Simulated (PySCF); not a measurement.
Process, species as SMILES: N#P (N-P) + 3 [H][H] (H2) → N (NH3) + P (PH3)
B3LYP-D3(BJ)/def2-TZVP geometries, fixed; electronic energies without zero-point terms.

How fast the energy of full hydrogenation converges with the basis for several methods (PySCF): deviation from each method's own reference, in kcal/mol. References: HF -81.37 kcal/mol, the value in aug-pcseg-3; M06-2X -69.99 kcal/mol, the value in aug-pcseg-3; PBE -71.13 kcal/mol, the value in aug-pcseg-3. All functions are spherical. Density fitting with generated auxiliary sets. No added dispersion term, no relativity. 

```tsv
basis	functions	HF	M06-2X	PBE
aug-cc-pV(D+d)Z	59	-4.73	-2.62	___
6-311++G(2d,2p)	65	-1.31	-0.08	___
def2-TZVP	68	0.95	1.68	___
def2-TZVPD	80	0.74	1.06	___
def2-TZVPPD	99	-0.55	-0.20	___
6-311++G(3df,3pd)	101	0.06	0.31	___
pcseg-3	163	-0.12	-0.08	___
aug-cc-pV(Q+d)Z	227	0.06	0.20	___
```

Q: Fill in the missing entries.

A: 
- aug-cc-pV(D+d)Z, PBE: -5.87
- 6-311++G(2d,2p), PBE: -1.14
- def2-TZVP, PBE: 1.84
- def2-TZVPD, PBE: 0.73
- def2-TZVPPD, PBE: -0.64
- 6-311++G(3df,3pd), PBE: -0.43
- pcseg-3, PBE: -0.15
- aug-cc-pV(Q+d)Z, PBE: -0.13

Mean absolute deviation over 6-311++G(2d,2p), def2-TZVP, def2-TZVPD, def2-TZVPPD, 6-311++G(3df,3pd): M06-2X 0.66, HF 0.72, PBE 0.95 kcal/mol.
